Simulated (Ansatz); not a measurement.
Ansatz (a program for electronic structure) input (B3LYP/def2-TZVPD):

Ansatz 0.2 input:
```yaml
crystal:
  periodic: [false, false, false]
  atoms:
    - {symbol: C, position_ang: [-0.00022290, 0.00111095, 2.05650231]}
    - {symbol: C, position_ang: [-0.00006510, 0.00032447, 0.60063127]}
    - {symbol: C, position_ang: [0.00006510, -0.00032447, -0.60063127]}
    - {symbol: C, position_ang: [0.00022290, -0.00111095, -2.05650231]}
    - {symbol: H, position_ang: [-0.00898307, 1.02015988, 2.44984108]}
    - {symbol: H, position_ang: [-0.87824496, -0.51564395, 2.45057652]}
    - {symbol: H, position_ang: [0.88643126, -0.50054473, 2.45075963]}
    - {symbol: H, position_ang: [-0.00845189, 1.01751241, -2.45094375]}
    - {symbol: H, position_ang: [0.88696243, -0.50319220, -2.45002519]}
    - {symbol: H, position_ang: [-0.87771378, -0.51829141, -2.45020830]}
basis:
  gaussian:
    orbitals: def2-TZVPD
hamiltonian:
  xc: {name: B3LYP}
magnetization: {spin_polarized: true, initial_magnetization: 2}
```

Output:

```
Functional definition: B3LYP
integrals: 0.08 GiB planned
1002 factors; their error is unknown
mean field: 1.16 GiB planned
mean field evaluation 1: about -4230.1474 eV, gradient 4.4e1 eV
mean field evaluation 2: about -4222.8534 eV, gradient 5.4e1 eV
mean field evaluation 4: about -4239.7864 eV, gradient 4.1e0 eV
mean field evaluation 8: about -4239.8695 eV, gradient 1.5e-1 eV
mean field evaluation 16: about -4240.4299 eV, gradient 5.2e-1 eV
mean field evaluation 32: about -4240.4128 eV, gradient 6.1e-5 eV
mean field evaluation 64: about -4240.4129 eV, gradient 8.7e-2 eV
mean field evaluation 96: about -4239.8501 eV, gradient 8.7e-2 eV
mean field evaluation 128: about -4239.8618 eV, gradient 9.2e-1 eV
mean field evaluation 160: about -4240.2795 eV, gradient 1.3e0 eV
mean field -4240.41281273 eV, -155.8322966129 hartree, gradient 2.5e-6 eV, S^2 2.006975; 14 other end points of the search recorded, 0 dependent functions left out
reference -4240.41312684 eV, -155.8323081562 hartree; 16, 14 occupied and 186, 188 virtual orbitals, 1002 factors
Total energy: -4240.41312684 eV, -155.8323081562 hartree
```

This state (charge 0, triplet) is run at the relaxed geometry of the species with charge 0 and multiplicity 1, and is a spin state other than that species' own.
